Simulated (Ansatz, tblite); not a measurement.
# The cluster LiCl₂−: a ladder of methods and basis sets

One table from this session's results is given with a row withheld; the runs are named, their logs left out.

Computed with Ansatz 0.2.0, Gaussian basis. Level: as each input shows.

Plan: GFN1-xTB, GFN2-xTB, PBE-D4/def2-TZVPD, r2SCAN-D4/def2-TZVPD, HF/def2-TZVPD, HSE06-D4/def2-TZVPD, ωB97M-V/def2-TZVPD, CAM-B3LYP-D4/def2-TZVPD, revPBE-D4/def2-TZVPD, PBE-D4/def2-SVPD, PBE0-D4/def2-SVPD, HF/STO-3G, HF/6-31G, B3LYP-D4/6-31G, CCSD(T)/def2-TZVPPD, MP2/def2-TZVPD, RPA/def2-TZVPD.

**The geometry**

The singlet was relaxed beforehand with r2SCAN-D4/def2-TZVPD. At that level it is the lowest of the isomers that a small search found.

3 atoms, charge -1, spin multiplicity 1.

Bond lengths: Li1–Cl2 2.162 Å, Li1–Cl3 2.162 Å. Angles: Cl2–Li1–Cl3 180.0°.

The ion is computed in the gas phase, without counter-ions or solvent.

PBE0-D4/def2-TZVPD was run before; its log isn't repeated, and its numbers join the tables.

Set-up of the first run:

Tight binding, by tblite at 300 K electronic temperature and without a spin-polarisation term:

```python
tblite.interface.Calculator('GFN1-xTB', numbers, positions, charge=-1, uhf=0).singlepoint()
```

Tight binding, by tblite at 300 K electronic temperature and without a spin-polarisation term:

```python
tblite.interface.Calculator('GFN2-xTB', numbers, positions, charge=-1, uhf=0).singlepoint()
```

start.molden holds the orbitals of an earlier run on this state, given as this run's starting guess.

in.yaml reads:

```yaml
crystal:
  periodic: [false, false, false]
  atoms:
    - {symbol: Li, position_ang: [-0.000123, -0.000225, 0.000077]}
    - {symbol: Cl, position_ang: [-1.070382, -0.033403, -1.878113]}
    - {symbol: Cl, position_ang: [1.070505, 0.033638, 1.878036]}
basis:
  gaussian: {orbitals: def2-TZVPD, initial_orbitals: start.molden}
total_charge: -1
hamiltonian: {xc: pbe, dispersion: d4}
scf: {omitted_lower_state_checks: [starts]}
output: {orbitals: {seedname: orbitals}}
```

The run is started by

```console
$ ansatz run in.yaml --threads 4 --pin off --events-out ev --progress --plain --max-ram 3916MiB
```

Steps of the session up to this table: PBE-D4/def2-TZVPD; r2SCAN-D4/def2-TZVPD; HF/def2-TZVPD; HSE06-D4/def2-TZVPD; ωB97M-V/def2-TZVPD; CAM-B3LYP-D4/def2-TZVPD; revPBE-D4/def2-TZVPD; PBE-D4/def2-SVPD; PBE0-D4/def2-SVPD; HF/STO-3G; HF/6-31G; B3LYP-D4/6-31G; CCSD(T)/def2-TZVPPD; MP2/def2-TZVPD; RPA/def2-TZVPD.

One of the session's tables, all rows but one given; the rest of the session is left out.

It belongs to the step «Levels side by side». 

```
                  level  HOMO (eV)  LUMO (eV)  gap (eV)
              HF/STO-3G      -3.37      11.07     14.44
               HF/6-31G      -6.29       5.88     12.17
          HF/def2-TZVPD      -6.40       4.14     10.54
       PBE-D4/def2-SVPD      -1.94       2.83      4.77
      PBE-D4/def2-TZVPD      -1.89       2.94      4.83
   revPBE-D4/def2-TZVPD      -1.83       2.91      4.75
   r2SCAN-D4/def2-TZVPD      -2.19       3.49      5.68
         B3LYP-D4/6-31G      -2.66       3.91      6.57
      PBE0-D4/def2-SVPD      -3.26       3.24      6.50
     PBE0-D4/def2-TZVPD          ?          ?         ?
    HSE06-D4/def2-TZVPD      -2.80       3.11      5.91
CAM-B3LYP-D4/def2-TZVPD      -4.61       3.81      8.41
     ωB97M-V/def2-TZVPD      -5.52       3.70      9.22
```

Estimate the missing values for PBE0-D4/def2-TZVPD.

**Answer.** HOMO (eV): -3.21; LUMO (eV): 3.39; gap (eV): 6.60. In the column «HOMO (eV)» it lies between PBE0-D4/def2-SVPD (-3.26) and HSE06-D4/def2-TZVPD (-2.80).
